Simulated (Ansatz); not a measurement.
Relaxation of C₂H₉Si (12 atoms, charge 0, multiplicity 2), to a largest force component of 0.03 eV/Å in at most 50 steps.

Computed with UKS PBE0-D4/def2-SVP in Ansatz.

```xyz
12
Properties=species:S:1:pos:R:3
Si -0.030 0.003 -0.126
H -0.127 -0.115 1.338
C 1.775 0.000 -0.656
H 2.210 -1.008 -0.570
H 1.905 0.346 -1.694
H 2.356 0.669 -0.004
H -0.698 1.276 -0.541
H -0.775 -1.148 -0.723
C 0.031 -0.006 3.644
H -0.564 -0.921 3.596
H 1.118 -0.059 3.568
H -0.473 0.963 3.636
```

**Question.** Where does it end, and by what steps?

**Answer.** The forces met the threshold. The force dipped under the threshold on the way, but the program's further checks kept it going. After 9 steps the energy has fallen by 0.064 eV; H10 moved furthest, 0.44 Å.

| step | energy less start (eV) | largest force component (eV/Å) | accepted |
| --- | --- | --- | --- |
| 0 | 0.0000 | 0.455 | yes |
| 1 | -0.0408 | 0.105 | yes |
| 2 | -0.0151 | 0.617 | no |
| 3 | -0.0437 | 0.167 | yes |
| 4 | -0.0568 | 0.114 | yes |
| 5 | -0.0619 | 0.032 | yes |
| 6 | -0.0445 | 0.494 | no |
| 7 | -0.0629 | 0.012 | yes |
| 8 | -0.0638 | 0.034 | yes |
| 9 | -0.0639 | 0.024 | yes |

```xyz
12
Properties=species:S:1:pos:R:3
Si -0.052 0.011 -0.374
H -0.293 -0.225 1.084
C 1.790 0.006 -0.753
H 2.244 -0.959 -0.478
H 1.971 0.173 -1.827
H 2.305 0.800 -0.191
H -0.662 1.326 -0.744
H -0.753 -1.061 -1.149
C 0.044 -0.017 3.981
H -0.552 -0.929 4.031
H 1.132 -0.079 3.941
H -0.448 0.955 3.946
```

Time of the run: 15 s on 4 threads of Arm Neoverse V1 (shared host), peak memory 0.22 GiB.
